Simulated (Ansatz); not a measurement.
# AlH₆NSi: vertical ionisation energy

One table from this session's results is given with a row withheld; the runs are named, their logs left out.

The runs use Ansatz 0.2.0, Gaussian basis; unrestricted cation, the program's frozen cores in correlated methods.

The runs, in order: UKS PBE-D4/def2-TZVPP; UKS r2SCAN-D4/def2-TZVPP; UKS PBE0-D4/def2-TZVPP; UKS B3LYP-D4/def2-TZVPP; UKS wB97X-V/def2-TZVPP; UKS wB97M-V/def2-TZVPP; UKS B2PLYP/def2-TZVPP; UHF-MP2/def2-TZVPP; UHF-MP2/def2-QZVPP; then −ε(HOMO) from the neutral's earlier runs with LDA (SPW92), PBE-D4, revPBE-D4, BLYP-D4, r2SCAN-D4, B97M-V, PBE0-D4, B3LYP-D4, r2SCANh-D4, r2SCAN0-D4, HSE06-D4, BHLYP-D4, CAM-B3LYP-D4, LC-ωPBE, ωB97X-V, ωB97M-V.

1 further run of the same task is left out (it didn't finish).

## The geometry

An earlier PBE0-D4 in a triple-zeta def2 set relaxation fixed the geometry.

SMILES `N[SiH2][AlH2]`, 9 atoms, charge 0, spin multiplicity 1.

Atoms are counted from 1 here; the program's logs count them from 0.

Bond lengths: N1–Si2 1.731 Å, N1–H4 1.007 Å, N1–H5 1.008 Å, Si2–Al3 2.458 Å, Si2–H6 1.493 Å, Si2–H7 1.503 Å, Al3–H8 1.590 Å, Al3–H9 1.593 Å. Angles: Si2–N1–H4 119.2°, Si2–N1–H5 120.2°, H4–N1–H5 110.6°, N1–Si2–Al3 109.3°, N1–Si2–H6 107.6°, N1–Si2–H7 114.7°, Al3–Si2–H6 111.4°, Al3–Si2–H7 109.4°, H6–Si2–H7 104.3°, Si2–Al3–H8 121.3°, Si2–Al3–H9 120.4°, H8–Al3–H9 118.3°.

The first run:

Input file in.yaml:

```yaml
crystal:
  periodic: [false, false, false]
  atoms:
    - {symbol: N, position_ang: [-1.169423, 0.834019, -0.846348]}
    - {symbol: Si, position_ang: [0.462896, 0.552438, -0.344926]}
    - {symbol: Al, position_ang: [0.509841, -1.296728, 1.273021]}
    - {symbol: H, position_ang: [-1.780023, 0.047707, -0.997267]}
    - {symbol: H, position_ang: [-1.378865, 1.575809, -1.496099]}
    - {symbol: H, position_ang: [0.974254, 1.818040, 0.259847]}
    - {symbol: H, position_ang: [1.423528, 0.262217, -1.464199]}
    - {symbol: H, position_ang: [1.779868, -1.555758, 2.194307]}
    - {symbol: H, position_ang: [-0.733678, -2.284044, 1.404563]}
basis:
  gaussian: {orbitals: def2-TZVPP}
total_charge: 1
magnetization: {spin_polarized: true, initial_magnetization: 1}
hamiltonian: {xc: pbe, dispersion: d4}
```

Launch:

```console
$ ansatz run in.yaml --threads 2 --pin off --events-out ev --progress --plain --max-ram 4352MiB
```

Steps of the session up to this table: Cation, UKS PBE-D4/def2-TZVPP; Cation, UKS r2SCAN-D4/def2-TZVPP; Cation, UKS PBE0-D4/def2-TZVPP; Cation, UKS B3LYP-D4/def2-TZVPP; Cation, UKS wB97X-V/def2-TZVPP; Cation, UKS wB97M-V/def2-TZVPP; Cation, UKS B2PLYP (frozen core)/def2-TZVPP; Cation, UHF-MP2/def2-TZVPP; Cation, UHF-MP2/def2-QZVPP.

One of the session's tables, all rows but one given; the rest of the session is left out.

Orbital estimates, from the neutral's runs:

| functional | −ε(HOMO) (eV) |
| --- | --- |
| LDA (SPW92) | 5.92 |
| PBE-D4 | 5.83 |
| revPBE-D4 | 5.78 |
| BLYP-D4 | 5.71 |
| r2SCAN-D4 | 6.10 |
| B97M-V | 6.25 |
| PBE0-D4 | 7.09 |
| B3LYP-D4 | 6.89 |
| r2SCANh-D4 | 6.58 |
| r2SCAN0-D4 | 7.26 |
| HSE06-D4 | ? |
| BHLYP-D4 | 8.18 |
| CAM-B3LYP-D4 | 8.41 |
| LC-ωPBE | 9.72 |
| ωB97X-V | 9.40 |
| ωB97M-V | 9.18 |

**Question.** Estimate the row for HSE06-D4.

**Answer.** −ε(HOMO) (eV): 6.69. In the column «−ε(HOMO) (eV)» it lies between r2SCANh-D4 (6.58) and B3LYP-D4 (6.89).

To keep in mind: The cation may have settled in a state other than its lowest; no search over hole states beyond the program's own was made.
